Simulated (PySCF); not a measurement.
# Static response to an electric field

3,3,3-trifluoroprop-1-yne, C₃HF₃.
Cartesian coordinates in Å at the GFN2-xTB level; atoms count from 1:
```xyz
7
C3HF3 angstrom
C      1.7471   -0.1376    0.0138
C      0.5548   -0.0434    0.0019
C     -0.8985    0.0718   -0.0129
F     -1.4467   -0.6295   -1.0164
F     -1.4489   -0.3792    1.1240
F     -1.2990    1.3434   -0.1618
H      2.7946   -0.2205    0.0243
```

Level: B3LYP/def2-SVPD (PySCF), static field, nuclei fixed, core orbitals frozen in the response. The polarisability tensor in these axes (au):

```
x   50.10 -1.54  0.20
y   -1.54 30.71 -0.01
z    0.20 -0.01 30.59
```

Problem. What are the eigenvalues, a third of the trace, and Δα (Δα² = ½Σ(αi − αj)² over the three pairs)?

Solution. Principal values 30.59, 30.59 and 50.23 au; mean 37.13 au = 5.50 Å³ = 6.12 × 10⁻⁴⁰ C²·m²/J; Δα = 19.64 au (53 % of the mean).

Problem. What is the dipole moment, and where does it point?

Solution. (2.55, -0.20, 0.03) D, 2.55 D in size, pointing from the negative to the positive side. Measured along this direction, the outermost atoms are F5, F6 and F4 at the negative end and H7 at the positive end.

Problem. What are the principal values of the traceless quadrupole moment, Θ = ½Σq(3rr − r²1), about the centre of nuclear charge?

Solution. -4.51, -4.51, 9.03 D·Å. The values depend on the origin, since the dipole doesn't vanish. The electronic extent ⟨r²⟩ about the same centre is 470 bohr², a root-mean-square distance of 1.69 Å for the 46 electrons.

Problem. What depolarisation ratio follows for Rayleigh scattering of linearly polarised light, taking the static tensor?

Solution. ρ = 3Δα²/(45ᾱ² + 4Δα²) = 1157.2/(62054 + 1542.9) = 0.0182.

Problem. Refractivity n − 1 of an ideal gas of it at 500 K and 1 atm, from the electronic α?

Solution. N = p/kT = 1.4678 × 10¹⁹ cm⁻³, so n − 1 = 2π × N × 5.50 × 10⁻²⁴ cm³ = 507 × 10⁻⁶ at long wavelengths, for an ideal gas.

Isolated species at its GFN2-xTB geometry, gas phase.
